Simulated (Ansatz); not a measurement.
Born–Oppenheimer molecular dynamics of CH$_{9}$NSi (12 atoms, charge 0, multiplicity 1). It starts at the highest image of a converged band. Of that band: Neighbouring images differ by up to 1.4 eV, so the band resolves the path poorly. A vibrational analysis at the climbing image gives one clearly imaginary mode, 1289i cm⁻¹: a first-order saddle point.

All numbers below come from RKS PBE0/def2-SVP in Ansatz 0.2.0.

```json
{"ensemble": "NVE (velocity Verlet)", "time step": "0.5 fs", "steps asked": "200", "starting velocities drawn for": "100 K", "seed": "10910"}
```

First frame:

```xyz
12
Properties=species:S:1:pos:R:3
Si -0.640 -0.122 -0.007
N 0.476 -0.791 1.392
H -0.979 -1.516 -0.538
H -1.972 0.330 0.487
C 0.166 0.646 -1.525
H 0.456 0.395 1.568
H 0.027 1.325 1.014
H 0.057 -1.450 2.051
H 1.379 -1.152 1.080
H 0.217 1.741 -1.469
H 1.194 0.259 -1.623
H -0.382 0.335 -2.429
```

(1) What does the run give?

(2) What happens to the structure?

(3) How do temperature and energy run in time?

Answers

(1) All steps were run.

```
steps done                                               : 200
time covered                                             : 100 fs
mean temperature over the second half                    : 1158 K
spread of the potential energy over the second half      : 9.9 meV per atom
mean potential energy of the second half above the start : -114.0 meV per atom
```

The conserved energy stayed within 0.044 meV per atom of its start (net change 0.019 meV per atom), so the integration is sound. The system heated up, since it started high on the potential surface and ran downhill. A run of 0.1 ps of so small a system gives no equilibrium averages. The orbitals stay closed-shell, which can raise the energy where a bond breaks towards radicals; this wasn't checked here.

(2) The step under study would form Si1–H7, N2–H6 and break Si1–N2, H6–H7. These pairs go: Si1–H7 1.89 → 1.47 Å, N2–H6 1.20 → 1.00 Å, Si1–N2 1.91 → 5.05 Å, H6–H7 1.16 → 5.03 Å. In the last frame they stand as after the step (other bonds may differ from the relaxed reactants and products). It ends as CH6Si + H3N. Pairs count as bonded within 1.25 times the sum of covalent radii (0.12 Å more for H–H). The details hang on the random start.

(3) 
```
time (fs)  T (K)  potential energy less start (eV)  conserved less start (meV/atom)
      0.0    100                             0.000                             0.00
      3.0     59                             0.054                             0.04
      6.0     40                             0.078                             0.03
      9.0     66                             0.045                             0.03
     12.0    137                            -0.048                             0.03
     15.0    230                            -0.167                             0.02
     18.0    337                            -0.306                             0.01
     21.0    433                            -0.430                             0.02
     24.0    519                            -0.541                             0.00
     27.0    553                            -0.585                             0.01
     30.0    563                            -0.598                             0.04
     33.0    606                            -0.654                             0.00
     36.0    633                            -0.689                             0.03
     39.0    687                            -0.759                             0.03
     42.0    769                            -0.865                             0.00
     45.0    831                            -0.944                             0.03
     48.0    913                            -1.050                             0.01
     51.0    984                            -1.143                             0.00
     54.0   1027                            -1.198                             0.03
     57.0   1078                            -1.264                             0.01
     60.0   1129                            -1.330                             0.01
     63.0   1186                            -1.404                             0.03
     66.0   1239                            -1.472                             0.01
     69.0   1289                            -1.537                             0.01
     72.0   1319                            -1.576                             0.01
     75.0   1284                            -1.530                             0.01
     78.0   1244                            -1.479                            -0.01
     81.0   1156                            -1.364                             0.03
     84.0   1102                            -1.295                             0.02
     87.0   1096                            -1.287                             0.00
     90.0   1081                            -1.267                             0.04
     93.0   1120                            -1.318                            -0.01
     96.0   1145                            -1.350                             0.03
     99.0   1204                            -1.427                             0.02
```

The run took 5.7 min on 2 threads of Arm Neoverse V1, with other jobs on the host, peak memory 0.17 GiB.
